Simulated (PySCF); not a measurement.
# Core binding energy against partial charge

C3H2ClPS.
Z-matrix (Å and degrees, GFN2-xTB geometry), rows numbered from 1:
```
Cl
C   1  1.7189
C   2  1.3539  1  124.73
P   3  1.7668  2  117.04  1   179.97
C   4  1.7042  3   92.88  2    -0.01
S   5  1.7145  4  118.99  3     0.01
H   3  1.0774  2  121.26  1    -0.03
H   5  1.0754  4  124.87  3  -179.94
```

Binding energies: PySCF 2.14.0, delta-SCF UKS SCAN, pcX-2 on the ionised atom, pcseg-1 elsewhere, spin-free X2C. Charges: PBE0/pcSseg-1 ground-state density, for the ionised atom.

```csv
atom,environment,C 1s (eV),Mulliken (e),IAO (e),Hirshfeld (e),ESP (e)
C3,aromatic CH carbon,290.45,-0.268,-0.407,-0.140,+0.031
C5,aromatic CH next to a ring sulfur,290.80,-0.563,-0.574,-0.141,-0.241
C2,aromatic C–Cl carbon,292.48,-0.290,-0.170,-0.018,-0.174
```

Question: Give the correlation coefficient and slope of binding energy on charge for each scheme.

Answer: Hirshfeld: r = 0.98, slope 15.0 eV per e; IAO: r = 0.83, slope 4.4 eV per e; Mulliken: r = 0.29, slope 1.9 eV per e; ESP: r = -0.43, slope -3.3 eV per e. Hirshfeld charges have the highest r, on only 3 points.

Question: The point-charge model writes a binding energy as kq + V + constant, with V the potential of the other atoms' charges at the site. What does it give with the IAO charges?

Answer: V = Σ 14.40 eV Å × q/r over all other atoms: +3.36 eV at C3, +6.48 eV at C5, -0.19 eV at C2. Fitting binding energy − V to q gives k = 20.9 eV per e and leaves an rms residual of 0.32 eV, against 0.49 eV for the fit on q alone. The model has no term for differences in relaxation between sites.

Geometry: GFN2-xTB; no solvent, vibrations or thermal averaging.
